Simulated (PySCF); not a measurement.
# HBS: calculation against measurement

Isolated HBS, optimised in PySCF with density fitting and no spin–orbit coupling; def2 sets carry scalar-relativistic core potentials from Rb on. All levels below give a singlet of C∞v symmetry: PBE0/def2-TZVP B–H 1.175 Å, B–S 1.598 Å, H–B–S 180.0°; PBE/def2-TZVP B–H 1.181 Å, B–S 1.609 Å, H–B–S 180.0°.

Counting electrons, boron keeps none of its valence electrons outside its bonds, so the VSEPR class is AX2 and the expected shape is linear; with unlike ligands the computed point group is C∞v.

Measured fundamentals (Jacox, Vibrational and Electronic Energy Levels of Polyatomic Transient Molecules, as compiled in the NIST Chemistry WebBook) beside computed harmonic wavenumbers, in cm⁻¹:

| mode as compiled | computed symmetry | measured | medium | PBE0/def2-TZVP | PBE/def2-TZVP |
| --- | --- | --- | --- | --- | --- |
| Sigma+ bh stretch | σ+ | 2735.8 | gas | 2833 | 2773 |
| Sigma+ bs stretch | σ+ | 1172.4 | gas | 1205 | 1167 |

Q: How close does each level come?

A: Mean absolute differences: PBE0/def2-TZVP 3.2 %, PBE/def2-TZVP 0.9 %. The mean ratio of measured to computed values at PBE/def2-TZVP is 0.996. Harmonic values should lie a little above fundamentals, most of all for X–H stretches.

Q: The measured dipole moment is 1.298 D (NIST CCCBDB Release 22 (SRD 101), experimental dipoles). What do the calculations give?

A: PBE0/def2-TZVP 1.42 D, PBE/def2-TZVP 1.24 D. The measured value is a vibrational average, and the basis lacks diffuse functions.
